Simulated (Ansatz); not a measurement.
## How far each method lies from RCCSDTQ for ClF, singlet

Geometry: MP2(full)/6-31G*, from the G2/97 set.

```xyz
2

F     0.0000    0.0000    0.0000
Cl    0.0000    0.0000    1.6591
```

Basis cc-pV(T+d)Z; Ansatz 0.2.0. Only valence electrons are correlated (noble-gas cores frozen), which leaves 14 electrons in 63 orbitals. Prefix R: restricted or restricted open-shell reference.

Full CI isn't at hand for all of this; RCCSDTQ serves as the reference, and is uncertain by about the last step of the cluster series.

```
UHF ⟨S²⟩                          : 0.000
T1 diagnostic (RCCSD)             : 0.0116
largest doubles amplitude (RCCSD) : 0.098
```

```csv
level,E − E(RHF) (eV)
RMP2,-12.1706
RCCSD,-12.6624
RCCSD(T),-13.1265
```

Estimate how far RCCSDTQ in cc-pV(T+d)Z lies from RCCSD(T). The table doesn't fix it; the size of (T) and the diagnostics are the guide.

RCCSDTQ in cc-pV(T+d)Z lies 3.9 kJ/mol below RCCSD(T), which is 9 % of the (T) step (-44.8 kJ/mol). The diagnostics are small and one determinant leads, so the series closes fast and only a small part of (T) is left.

The other levels:

| level | E − E(RCCSDTQ) (kJ/mol) | share of correlation (%) | wall time |
| --- | --- | --- | --- |
| RCCSDT | 2.5 | 99.80 | – |
| RCCSDT(Q) | -0.2 | 100.02 | 2.2 s (H100) |

The correlation energy at RCCSDTQ, counted from RHF, is -13.167 eV. That run took 63 s on 5 threads of AMD EPYC 7R13 with a whole H100 80 GB, shared host.

Times hold each run's SCF and search for its determinant on a shared host, so for small cases they say little of a method's own cost; rows without a card ran on 1 thread of AMD EPYC 7R13.
